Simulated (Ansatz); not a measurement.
# HNOSi: the cost of one run

Method: def2-TZVPP, core rule «outside noble gas», up to 7 orbitals frozen; program: Ansatz 0.2.0, Gaussian basis.

Plan: UHF; ROHF; CCSD(T) on UHF.

2 further runs of the same task are left out: 2 set aside as unsound or not needed.

**1. What is computed**

The geometry is a PBE0/def2-TZVP stationary point (not a proven minimum) of the parent state, kept for this charge and spin.

4 atoms, charge 0, spin multiplicity 5.

Atoms are counted from 1 here; the program's logs count them from 0.

Bond lengths: O1–N2 1.272 Å, N2–Si3 1.774 Å, N2–H4 1.026 Å. Angles: O1–N2–Si3 124.5°, O1–N2–H4 113.3°, Si3–N2–H4 122.2°.

Coordinates:

```csv
atom,x (Å),y (Å),z (Å)
O1,0.00000,-0.33747,1.53017
N2,0.00000,0.44742,0.52903
Si3,0.00000,-0.08256,-1.16393
H4,0.00000,1.43971,0.79136
```

**2. UHF**

File in.yaml:

```yaml
crystal:
  periodic: [false, false, false]
  atoms:
    - {symbol: O, position_ang: [0.000000, -0.337465, 1.530169]}
    - {symbol: N, position_ang: [0.000000, 0.447419, 0.529033]}
    - {symbol: Si, position_ang: [0.000000, -0.082561, -1.163926]}
    - {symbol: H, position_ang: [0.000000, 1.439714, 0.791361]}
basis:
  gaussian: {orbitals: def2-TZVPP}
magnetization: {spin_polarized: true, initial_magnetization: 4}
hamiltonian: {xc: hf}
output: {orbitals: {seedname: orbitals}}
```

Run with:

```console
$ ansatz run in.yaml --threads 1 --pin off --events-out ev --progress --plain --max-ram 4096MiB --backend cpu
```

What time and memory should one allow on 1 thread of AMD EPYC 7R13, shared host?

About 7.5 s, with a peak of 0.25 GiB.
